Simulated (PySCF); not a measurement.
A species of formula C5H9N has this rotational fingerprint, computed with PySCF, PBE0-D3(BJ)/def2-SVP geometry optimisation, gas phase:

```
Rotational constants : A = 4540, B = 2944, C = 2942 MHz
Dipole components    : |μa| = 4.01 D, |μb| = 0.00 D, |μc| = 0.00 D
Inertial defect      : -111.23 u·Å²
κ                    : -1.00
```

Problem. Which candidate fits, each taken in the one conformer that was computed?
A. `[C-]#[N+]C(C)(C)C`
B. `[CH3:1][CH2:2][CH2:3][CH2:4][C:5]#[N:6]` with C1–C2–C3–C4 180°, C2–C3–C4–C5 180°

Solution. A. It is [C-]#[N+]C(C)(C)C, a prolate symmetric top, point group C3v. The candidates at the same level (rigid rotor, commonest isotopes):

```tsv
SMILES	A (MHz)	B (MHz)	C (MHz)	μa (D)	μb (D)	μc (D)	Δ (u·Å²)	point group	rotor
CCCCC#N	15339	1329	1261	3.81	1.59	0.00	-12.58	Cs	near-prolate asymmetric top
[C-]#[N+]C(C)(C)C	4540	2944	2942	4.01	0.00	0.00	-111.23	C3v	prolate symmetric top
```

`CCCCC#N` has A 238 % too high. In the right answer the symmetry axis of this C3v structure is a, so μb and μc vanish by symmetry. No structure here is proved a minimum.
